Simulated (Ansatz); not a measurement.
**AlHSCl (SMILES [SH][Al][Cl]): methods side by side**

AlHSCl has 4 atoms, charge 0, and is taken as a doublet. SMILES: `[SH][Al][Cl]`. The shape is that of a PBE0-D4/def2-TZVP optimisation.

```csv
atom,x (Å),y (Å),z (Å)
S,0.4398,0.9849,-0.7447
Al,-0.3941,-0.5259,0.6091
Cl,0.2262,-2.5074,0.2510
H,-0.2164,1.9881,-0.1356
```

Each level gives the energy change with the S1–H4 bond stretched from 1.345 to 1.681 Å (eV). The values are calculated.

| level | kind | program | value (eV) | less FCI/STO-3G | CPU time (all runs) |
| --- | --- | --- | --- | --- | --- |
| U-revPBE/STO-3G | GGA | Ansatz | 0.88 | -0.06 | 5.1 s |
| U-r2SCAN/STO-3G | meta-GGA | Ansatz | 1.02 | +0.08 | 15 s |
| UPBE0/STO-3G | global hybrid | Ansatz | 1.09 | +0.15 | 5.7 s |
| U-wB97M-V/STO-3G | range-separated hybrid | Ansatz | 1.12 | +0.18 | 74 s |
| UHSE06/STO-3G | range-separated hybrid | Ansatz | 1.08 | +0.14 | 6.7 s |
| UCCSDT(Q)/STO-3G | coupled cluster or CI | Ansatz | 0.94 | 0.00 | 3.3 s |
| UCCSDT/STO-3G | coupled cluster or CI | Ansatz | 0.94 | 0.00 | 2.5 s |
| UCCSDTQ/STO-3G | coupled cluster or CI | Ansatz | 0.94 | 0.00 | 2.5 min |
| FCI/STO-3G | exact in the basis | Ansatz | 0.94 | 0.00 | 14 s |

FCI/STO-3G is exact within its basis and frozen core, so for wave-function methods in that basis the difference is their error; functionals converge differently with the basis, so for them it is only a difference. The first shape isn't each level's own minimum. The values span 0.88 to 1.12 eV. All rows use very small basis sets, so none should be taken for the real molecule's value. CPU times are rough (shared hosts, several kinds of processor and program).
